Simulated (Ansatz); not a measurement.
**BHS (triplet): RPA-PBE over vertical spin and charge gaps, 6-31G**

Aim: run BHS (triplet) with these functionals over vertical spin and charge gaps, and hold them against the top wave-function level at the same points.

Program: Ansatz 0.2.0, Gaussian basis. Level of theory: 6-31G, all electrons in the functionals, frozen cores in the correlation of double hybrids and RPA. These are calculated values, not measurements.

Plan: RPA-PBE, at charge 0, triplet; charge 0, singlet; charge 0, quintet; charge 1, doublet; charge 1, quartet.

6 further runs of the same task are left out: 6 set aside as unsound or not needed.

### 1 What is computed

The geometry is a PBE0/def2-TZVP stationary point (not a proven minimum).

3 atoms, charge 0, spin multiplicity 3.

Atoms are counted from 1 here; the program's logs count them from 0.

Bond lengths: B1–S2 1.710 Å, S2–H3 1.369 Å. Angles: B1–S2–H3 103.8°.

As a file:

```
B     0.0000    0.0893    1.2933
S     0.0000   -0.0686   -0.4091
H     0.0000    1.2251   -0.8579
```

No dispersion term is added.

The geometry shown and the zero of energy belong to the point charge 0, triplet. The yardstick, FCI, and other wave-function levels (R restricted, U unrestricted, valence and pair active spaces) come from earlier runs.

### 2 RPA-PBE, charge 0, triplet

in.yaml

```yaml
crystal:
  periodic: [false, false, false]
  atoms:
    - {symbol: B, position_ang: [0.000000, 0.089300, 1.293314]}
    - {symbol: S, position_ang: [0.000000, -0.068618, -0.409085]}
    - {symbol: H, position_ang: [0.000000, 1.225097, -0.857906]}
basis:
  gaussian: {orbitals: 6-31G}
magnetization: {spin_polarized: true, initial_magnetization: 2}
hamiltonian: {xc: {name: PBE}}
correlation: {method: rpa, electrons: outside_noble_gas}
```

Command:

```console
$ ansatz run in.yaml --threads 1 --pin off --events-out ev --progress --plain --max-ram 4096MiB --backend cpu
```

After this run come: RPA-PBE, charge 0, singlet; RPA-PBE, charge 0, quintet; RPA-PBE, charge 1, doublet; RPA-PBE, charge 1, quartet.

Q: Predict the results of all the runs planned. Wanted: triplet to singlet, FCI; triplet to quintet, FCI; ionisation to the doublet cation, FCI; ionisation to the quartet cation, FCI; largest miss, RPA-PBE.

As calculated:

```
                             quantity                              value
              triplet to singlet, FCI                       -90.1 kJ/mol
              triplet to quintet, FCI                       464.3 kJ/mol
ionisation to the doublet cation, FCI                       714.3 kJ/mol
ionisation to the quartet cation, FCI                      1058.1 kJ/mol
                largest miss, RPA-PBE  -22.9 kJ/mol (triplet to singlet)
```

**Reading.** RPA-PBE strays by up to 22.9 kJ/mol, at triplet to singlet. Functionals and the yardstick converge differently with the basis, so part of each miss in 6-31G is the basis.
